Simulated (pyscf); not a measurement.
`[SiH3][SH]` + `[FH]` → `[F][SiH2][SH]` + `[H][H]` (four-centre exchange; singlet surface; H–Si, F–H broken, F–Si, H–H formed). Optimised with ωB97X-D3(BJ)/def2-SVP in PySCF. Energies in kJ/mol from the separated reactants.

```tsv
level	barrier	reaction energy
ωB97X-D3(BJ)/def2-TZVP	116.8	-122.4
r²SCAN/def2-TZVP	96.4	-129.9
B3LYP-D3(BJ)/def2-TZVP	113.7	-125.2
PBE0-D3(BJ)/def2-TZVP	(withheld)	(withheld)
M06-2X/def2-TZVP	122.1	-130.7
HF/def2-TZVP	(withheld)	-117.8
```

**Question.** What belongs in the gaps?

**Answer.** 
- PBE0-D3(BJ)/def2-TZVP, barrier: 107.6
- PBE0-D3(BJ)/def2-TZVP, reaction energy: -114.6
- HF/def2-TZVP, barrier: 197.7

The functionals in the table span 25.7 kJ/mol in this barrier, from r²SCAN to M06-2X. This is the saddle that the search found; another between the same sides may lie lower.
